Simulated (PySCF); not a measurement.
AlCl3, charge +1, doublet, at a GFN2-xTB geometry (such geometries of metal compounds can be far from the true shape) (a state made from the parent by changing its charge; the spin is typed, not shown lowest); CAMB3LYP/pcseg-1 (PySCF).

Here is a job for PySCF.
```python
from pyscf import gto, scf, dft

mol = gto.Mole()
mol.atom = '''
    Al    0.006464   -0.007020   -0.018113
    Cl   -1.723626   -1.067062   -0.195647
    Cl    0.099854    1.910353   -0.698832
    Cl    1.618829   -0.837923    0.908330
'''
mol.basis = 'pcseg-1'
mol.charge = 1
mol.spin = 1
mol.verbose = 4
mol.build()

mf = dft.ROKS(mol)
mf.xc = 'camb3lyp'
mf.kernel()
```

It wrote (shortened):

```
PySCF version 2.14.0

[INPUT] verbose = 4
[INPUT] num. atoms = 4
[INPUT] num. electrons = 63
[INPUT] charge = 1
[INPUT] spin (= nelec alpha-beta = 2S) = 1
[INPUT] symmetry False subgroup None
[INPUT] Mole.unit = angstrom
[INPUT] Symbol           X                Y                Z      unit          X                Y                Z       unit  Magmom
[INPUT]  1 Al     0.006464000000  -0.007020000000  -0.018113000000 AA    0.012215189669  -0.013265877394  -0.034228609294 Bohr   0.0
[INPUT]  2 Cl    -1.723626000000  -1.067062000000  -0.195647000000 AA   -3.257181081180  -2.016454937931  -0.369719247093 Bohr   0.0
[INPUT]  3 Cl     0.099854000000   1.910353000000  -0.698832000000 AA    0.188696712442   3.610043971241  -1.320601087082 Bohr   0.0
[INPUT]  4 Cl     1.618829000000  -0.837923000000   0.908330000000 AA    3.059143452504  -1.583444983474   1.716494930726 Bohr   0.0

nuclear repulsion = 302.318346638389
number of shells = 12
number of NR pGTOs = 176
number of NR cGTOs = 72
basis = pcseg-1
ecp = {}

******** <class 'pyscf.dft.roks.ROKS'> ********
method = ROKS
initial guess = minao
damping factor = 0
level_shift factor = 0
DIIS = <class 'pyscf.scf.diis.CDIIS'>
diis_start_cycle = 1
diis_space = 8
diis_damp = 0
SCF conv_tol = 1e-09
SCF conv_tol_grad = None
SCF max_cycles = 50
direct_scf = True
direct_scf_tol = 1e-13
num. doubly occ = 31  num. singly occ = 1
XC library pyscf.dft.libxc version 7.1.2
    S. Lehtola, C. Steigemann, M. J. T. Oliveira, and M. A. L. Marques,  SoftwareX 7, 1–5 (2018)
XC functionals = camb3lyp
    T. Yanai, D. P. Tew, and N. C. Handy,  Chem. Phys. Lett. 393, 51 (2004)
radial grids:
    Treutler-Ahlrichs [JCP 102, 346 (1995); DOI:10.1063/1.469408] (M4) radial grids

becke partition: Becke, JCP 88, 2547 (1988); DOI:10.1063/1.454033
pruning grids: <function nwchem_prune>
grids dens level: 3
symmetrized grids: False
atomic radii adjust function: <function treutler_atomic_radii_adjust>
small_rho_cutoff = 0
Set gradient conv threshold to 3.16228e-05
tot grids = 75824
init E= -1623.55736312078
  HOMO = -0.408124141228936  LUMO = -0.0546699538699114  gap/eV = 9.61798
cycle= 1 E= -1622.74359156658  delta_E= 0.814  |g|= 0.343  |ddm|= 1.81
  HOMO = -0.577600203240583  LUMO = -0.264604859439465  gap/eV = 8.51704
cycle= 2 E= -1622.76826555907  delta_E= -0.0247  |g|= 0.264  |ddm|= 0.771
  HOMO = -0.566858626588482  LUMO = -0.216403770561353  gap/eV = 9.53636
cycle= 3 E= -1622.79081784126  delta_E= -0.0226  |g|= 0.0227  |ddm|= 0.291
  HOMO = -0.558944703909624  LUMO = -0.210681387276125  gap/eV = 9.47673
cycle= 4 E= -1622.79098279682  delta_E= -0.000165  |g|= 0.00656  |ddm|= 0.0357
  HOMO = -0.560490755858065  LUMO = -0.211231697727247  gap/eV = 9.50382
cycle= 5 E= -1622.79099781021  delta_E= -1.5e-05  |g|= 0.000982  |ddm|= 0.00869
  HOMO = -0.560388567439837  LUMO = -0.211288340950823  gap/eV = 9.49950
cycle= 6 E= -1622.79099828872  delta_E= -4.79e-07  |g|= 9.61e-05  |ddm|= 0.00181
  HOMO = -0.560412790367839  LUMO = -0.211311775854357  gap/eV = 9.49952
cycle= 7 E= -1622.79099829447  delta_E= -5.75e-09  |g|= 3.32e-05  |ddm|= 0.000207
  HOMO = -0.560413091487058  LUMO = -0.21131114100317  gap/eV = 9.49955
cycle= 8 E= -1622.7909982942  delta_E= 2.71e-10  |g|= 4.39e-05  |ddm|= 9.99e-05
  HOMO = -0.560413174307485  LUMO = -0.211310673346867  gap/eV = 9.49956
cycle= 9 E= -1622.79099829501  delta_E= -8.11e-10  |g|= 1.33e-06  |ddm|= 5.96e-05
  HOMO = -0.56041317146413  LUMO = -0.211310548045462  gap/eV = 9.49957
Extra cycle  E= -1622.79099829501  delta_E= -1.14e-12  |g|= 1.25e-06  |ddm|= 3.33e-06
converged SCF energy = -1622.79099829501
```
